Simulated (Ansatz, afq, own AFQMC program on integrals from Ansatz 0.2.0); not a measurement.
Integrals from Ansatz 0.2.0, then the random walk in our own AFQMC program (afq).

```yaml
crystal:
  periodic: [false, false, false]
  atoms:
    - {symbol: B, position_ang: [0.000000, 0.000000, 0.115089]}
    - {symbol: B, position_ang: [0.000000, 0.000000, -1.407623]}
    - {symbol: H, position_ang: [0.000000, 0.000000, 1.292533]}
basis:
  gaussian: {orbitals: cc-pVDZ}
total_charge: 1
magnetization: {spin_polarized: false}
correlation: {method: ccsd_t, electrons: outside_noble_gas, hamiltonian_folder: ham}
```

```sh
$ ansatz run in.yaml --threads 1 --pin off --events-out ev --progress --plain --max-ram 16896MiB --backend cuda --devices 0, --max-vram 18GiB
```

afq runs on the folder ham with

```
--method free --trial mp1 --walkers 200 --time-step 0.02 --max-blocks 120 --target-error 0.00058 --factor-cut 1e-05 --seed 6657 --times 0.0,0.4,0.8,1.6,2.4 --taylor-order 4
```

Times are imaginary, in 1/Eh. The walk had a cap of 60 s.

Output of the walk:

```
orbitals 31  electrons 3 3  factors 232 of 308
reference energy -49.38068922 Eh
CCSD correlation -0.14033587 Eh in 15 cycles, weight of the determinant in the CISD state 0.7782
repeat  energy at the last time / Eh  error
    10  -49.523866  0.001248
    20  -49.525795  0.001078
    30  -49.524894  0.000850
    40  -49.524807  0.000663
    50  -49.524888  0.000557
time / (1/Eh)  energy / Eh  error  mean overlap
  0.00  -49.520969  0.000405  1.0915
  0.40  -49.523029  0.000444  1.0865
  0.80  -49.523868  0.000481  1.0854
  1.60  -49.524052  0.000538  1.0955
  2.40  -49.524932  0.000548  1.0876
energy -49.524932 +/- 0.000548 Eh
```

The run passed its tests (error under three times the target), which doesn't prove that it has relaxed.

Against this walk (error 14.9 meV) on the same determinant: CCSD(T) 37.2 meV lower, CCSDT(Q) 120.3 meV lower, CCSDTQ 136.0 meV lower, full CI (a separate run on its own orbitals, whose frozen core shifts it by up to a few meV) 137.4 meV lower. The error is statistical, and a free projection of finite length keeps a remainder of its start. The projection is still falling at its last time (meV from the last point: 108 ± 11 at 0.00, 52 ± 12 at 0.40, 29 ± 13 at 0.80, 24 ± 15 at 1.60, 0 ± 15 at 2.40), so its energy is a cut-off value, and the gaps above aren't errors of the other methods. Full CI is exact here, so the walk's 137 meV above it is the walk's own error: what remains of the start.

Cautions: remainder of the start not in the error; another spin lies lower; restricted determinant unstable towards unrestricted (UHF 2.09 eV lower, ⟨S²⟩ 1.01); the search met a lower determinant of the same kind, perhaps of another symmetry (39 meV lower), and this one is a saddle point; CCSDTQ on the UHF determinant differs (1.41 eV lower), perhaps since the unrestricted series falls towards higher spin; a state of other symmetry lies lower (by 446 meV); full CI with its own frozen core.

The walk took 4.7 s on 1 × NVIDIA H100 80GB HBM3 with 2 threads of AMD EPYC 7R13 Processor (Zen 3), on a shared host (the card was shared). The log's last line is the free-projection energy.

CCSDT and higher add their correlation energy to the determinant of the CCSD(T) run, since their own runs factorise the integrals more tightly (a shift of under 2 meV). A walk keeps the symmetry of its determinant, which the program's search chose and which needn't be the lowest solution, so a lower state of the same spin and another symmetry isn't excluded.
